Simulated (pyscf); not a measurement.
Atom transfer: O=Ta(Cl)(Cl)–Cl (SMILES [O]=[Ta]([Cl])([Cl])[Cl]) + H• (SMILES [H]) -> [O=Ta(Cl)–Cl]• (SMILES [O]=[Ta]([Cl])[Cl]) + HCl (SMILES Cl)

Gas phase, doublet surface, charge 0. Bonds broken: Ta2–Cl3. Bonds formed: Cl3–H6. Optimised with ωB97X-D3(BJ)/def2-SVP in PySCF.

Transition state (Å):

```xyz
6

O      1.4810     1.7252    -0.5254
Ta     0.6184     0.2624    -0.5047
Cl     0.4832    -0.3949     1.7335
Cl    -1.6181     0.7186    -0.8224
Cl     1.5320    -1.2289    -2.0009
H     -0.9122    -0.1404     2.5496
```

One imaginary mode, 1648i cm⁻¹; descent along it reached the two sides named, in the forms told below.

| bond | change | reactant side (Å) | saddle | product side |
|---|---|---|---|---|
| Ta2–Cl3 | breaks | 2.287 | 2.337 | 2.6 |
| Cl3–H6 | forms | 4.1 | 1.636 | 1.309 |

Electronic energies relative to the separated reactants (kJ/mol):

```json
[
 {"level": "ωB97X-D3(BJ)/def2-TZVP", "barrier": "65.3", "reaction energy": "+54.2", "reverse barrier": "11.2"},
 {"level": "PBE/def2-TZVP", "barrier": "25.0", "reaction energy": "+37.6", "reverse barrier": "-12.6"},
 {"level": "r²SCAN/def2-TZVP", "barrier": "27.5", "reaction energy": "+35.3", "reverse barrier": "-7.9"},
 {"level": "B3LYP-D3(BJ)/def2-TZVP", "barrier": "31.7", "reaction energy": "+26.0", "reverse barrier": "5.7"},
 {"level": "PBE0-D3(BJ)/def2-TZVP", "barrier": "39.0", "reaction energy": "+34.9", "reverse barrier": "4.2"},
 {"level": "M06-2X/def2-TZVP", "barrier": "53.1", "reaction energy": "+8.0", "reverse barrier": "45.1"},
 {"level": "ωB97M-D3(BJ)/def2-TZVP", "barrier": "57.9", "reaction energy": "+18.9", "reverse barrier": "39.1"},
 {"level": "HF/def2-TZVP", "barrier": "125.0", "reaction energy": "+5.6", "reverse barrier": "119.4"}
]
```

With ωB97M-D3(BJ)/def2-TZVP energies and thermal terms (ideal gas, 1 atm, RRHO with modes under 100 cm⁻¹ raised to 100, one conformer, R ln 2 for chiral ones without a mode under 150 cm⁻¹), in kJ/mol:

```csv
T (K),ΔH‡,ΔG‡,ΔH,ΔG
298,57.5,82.9,+30.9,+16.1
600,55.8,109.4,+26.5,+2.7
900,54.5,136.5,+22.0,-8.2
1200,53.1,164.0,+17.8,-17.6
```

On the product side the descent ends in an adduct with a Cl–Ta contact, 45.6 kJ/mol under the separated species and 56.7 kJ/mol under the saddle at ωB97X-D3(BJ)/def2-TZVP. At PBE, r²SCAN the saddle lies under the separated products, which points to a path from their complex (located at ωB97X-D3(BJ) alone), and parting the products costs more than the saddle. What is counted as broken (Cl–Ta) persists as a longer contact in the product adduct; parting that adduct is a step of its own. This is the saddle that the search found; another between the same sides may lie lower. The angle at the transferred Cl is 119°: a side-on saddle, likely not the lowest. Open-shell species with a d-block atom are single-reference here; other states, and whether the spin sits on metal or ligand, were not checked. Elements past Kr carry the def2 core potentials, without spin-orbit coupling.
